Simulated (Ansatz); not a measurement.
**BH2(SiH3) (SiBH₅): reading failed and doubtful runs**

Aim: try 2 inputs for BH2(SiH3) (SiBH₅) as typed, read how each ends, and find what has to change.

Computed with Ansatz 0.2.0, Gaussian basis. Level: the settings change from run to run.

## 1. The molecule

The geometry comes from an earlier relaxation with B3LYP-D4 in a triple-zeta def2 set; it is a stationary point, not always the lowest conformer.

7 atoms, charge 0, spin multiplicity 1.

Atoms are counted from 1 here; the program's logs count them from 0.

Bond lengths: B1–H2 1.191 Å, B1–H3 1.191 Å, B1–Si4 2.011 Å, Si4–H5 1.484 Å, Si4–H6 1.484 Å, Si4–H7 1.491 Å. Angles: H2–B1–H3 117.3°, H2–B1–Si4 121.3°, H3–B1–Si4 121.3°, B1–Si4–H5 113.5°, B1–Si4–H6 113.5°, B1–Si4–H7 105.6°, H5–Si4–H6 108.6°, H5–Si4–H7 107.7°, H6–Si4–H7 107.7°.

## 2. Input 1

in.yaml reads:

```yaml
crystal:
  periodic: [false, false, false]
  atoms:
    - {symbol: B, position_ang: [0.354901, 1.067348, -0.000772]}
    - {symbol: H, position_ang: [1.902010, 1.005178, 0.067604]}
    - {symbol: H, position_ang: [0.093374, 2.237982, 0.114661]}
    - {symbol: Si, position_ang: [-0.333234, -0.940058, 0.083954]}
    - {symbol: H, position_ang: [-1.733685, -0.710607, 0.464784]}
    - {symbol: H, position_ang: [0.292159, -1.886880, 0.691797]}
    - {symbol: H, position_ang: [-0.739291, -1.011697, -1.088859]}
basis:
  gaussian: {orbitals: "6-31G*"}
hamiltonian: {xc: {name: B2PLYP}, dispersion: d2}
```

The run is started by

```console
> ansatz run in.yaml --threads 4 --pin off --events-out ev --progress --plain --max-ram 3916MiB
```

Output:

```text
Error: YAML parse error: error: line 13 column 47: hamiltonian.dispersion: `d2` is not `none`, `rvv10`, `d3bj`, `d3bjatm`, `d4` or a map `{method: …, s8: …, a1: …, a2_bohr: …}` (numbers without units, a2 in bohr) or `{method: …, functional: …}`
  --> <input>:13:47
   |
11 | basis:
12 |   gaussian: {orbitals: "6-31G*"}
13 | hamiltonian: {xc: {name: B2PLYP}, dispersion: d2}
   |                                               ^ hamiltonian.dispersion: `d2` is not `none`, `rvv10`, `d3bj`, `d3bjatm`, `d4` or a map `{method: …, s8: …, a1: …, a2_bohr: …}` (numbers without units, a2 in bohr) or `{method: …, functional: …}`
```

It took 0.05 s on 4 threads of Arm Neoverse V2, shared host.

Diagnosis: Refused before any calculation. d2 isn't among the dispersion terms that the program offers. Its coordinates are also moved off the relaxed structure (shortest distance 1.21 Å, against 1.19 Å), and have to be restored too. Cure: name d3bj, d3bjatm, d4 or rvv10, or leave the key out.

## 3. Input 2

in.yaml reads:

```yaml
crystal:
  periodic: [false, false, false]
  atoms:
    - {symbol: B, position_ang: [1.787463, 1.369746, 0.057570]}
    - {symbol: H, position_ang: [1.787463, 1.069746, 0.007570]}
    - {symbol: H, position_ang: [0.023099, 2.081113, -0.069450]}
    - {symbol: Si, position_ang: [-0.405090, -0.702889, 0.048339]}
    - {symbol: H, position_ang: [-1.757265, -0.594832, 0.650305]}
    - {symbol: H, position_ang: [0.331091, -1.794347, 0.733235]}
    - {symbol: H, position_ang: [-0.575883, -1.098755, -1.379241]}
basis:
  gaussian: {orbitals: def2-mTZVPP}
hamiltonian: {xc: {name: HF}}
scf: {omitted_lower_state_checks: [starts]}
```

Launched as before.

Output:

```text
Functional definition: HF
  name "HF"
  cite "Fock, Z. Phys. 61, 126 (1930) doi:10.1007/BF01340294"
  parent pbe
  exchange = exact_x
  correlation = 0
these checks for a lower state are left out or cut short: starts
820 factors; their error is unknown
mean field evaluation 1: about -8518.9075 eV, gradient 2.1e1 eV
mean field evaluation 2: about -8520.3181 eV, gradient 1.1e1 eV
mean field evaluation 4: about -8520.9279 eV, gradient 7.7e-1 eV
mean field evaluation 8: about -8520.9401 eV, gradient 3.9e-2 eV
mean field -8521.21209870 eV, -313.1487687423 hartree, gradient 2.4e-5 eV, S^2 0.000000; 0 other end points of the search recorded, 0 dependent functions left out
reference -8521.21209870 eV, -313.1487687423 hartree; 12, 12 occupied and 59, 59 virtual orbitals, 820 factors
Total energy: -8521.21209870 eV, -313.1487687423 hartree
Checks for a lower state left out: starts
```

It took 0.15 s on 4 threads of Arm Neoverse V2, shared host.

**Diagnosis.** The run converged, but a converged run isn't a right one. One atom was put on top of another. The shortest distance is 0.30 Å (B1–H2), against 1.19 Å in the relaxed molecule. Its energy is no property of the relaxed molecule. Cure: restore the atom's position.

## 4. How the tries ended

| input | level | ended | cause | time |
| --- | --- | --- | --- | --- |
| 1 | B2PLYP/6-31G* | refused | d2 isn't among the dispersion terms that the program offers | 0.05 s |
| 2 | HF/def2-mTZVPP | converged | one atom was put on top of another | 0.15 s |

**Reading.** 1 refused, 1 converged. A refusal costs next to no computing time. The dangerous case is the input that converges on a wrong geometry, charge, spin, basis or grid: often only a look at the input shows it.
